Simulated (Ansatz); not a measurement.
We consider hcp Y, described by PBEsol in Ansatz (plane waves, PAW).

Numerical settings: plane-wave cutoff 520 eV, 18×18×10 k mesh (along the axes of the cell as run), Fermi–Dirac smearing 0.05 eV, scalar-relativistic PAW data made under PBE.

The cell is scaled about its equilibrium volume:

Shape and atoms are relaxed at each volume.

```csv
V (Å³/atom),P (GPa),c (Å),a (Å)
30.077,1.82,5.522,3.547
30.704,0.88,5.555,3.573
31.330,0.00,5.590,3.598
31.957,-0.82,5.625,3.622
32.584,-1.58,5.661,3.646
```

Ansatz is a quantum-chemistry and plane-wave program.
